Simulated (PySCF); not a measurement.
CH3, SMILES [CH3], multiplicity 2. Atoms are numbered in the order given.

```xyz
4

C      0.0000     0.0000     0.0000
H      1.0790     0.0000     0.0000
H     -0.5395    -0.9345     0.0000
H     -0.5395     0.9345     0.0000
```
Charge 0, spin multiplicity 2.

Geometry: B3LYP-D3(BJ)/def2-TZVPD. The isomer is the one that the SMILES or the coordinates give; other isomers of the formula were not compared.

These are PBE0/pcH-1 (PySCF) values and carry that method's errors.

Unrestricted Kohn–Sham, ⟨S²⟩ = 0.754. Hyperfine tensors hold the contact and dipolar terms, without spin-orbit corrections.

Question: Estimate the hyperfine couplings. (Estimate from the structure and the level; the computed values follow.)

Answer: 
```csv
nucleus,A(iso) (MHz),A(iso) (G),dipolar principal values (MHz)
13C no. 1,91.3,32.6,"-81.7, -81.7, 163.4"
1H no. 2,-73.8,-26.3,"-40.0, -0.6, 40.6"
1H no. 3,-73.8,-26.3,"-40.0, -0.6, 40.6"
1H no. 4,-73.8,-26.3,"-40.0, -0.6, 40.6"
```

Question: And the g tensor (effective nuclear charges for spin-orbit coupling, GIAO)? (The exact figures need the calculation; the answer reports its results.)

Answer: principal values 2.0022, 2.0029, 2.0029; isotropic 2.0027.
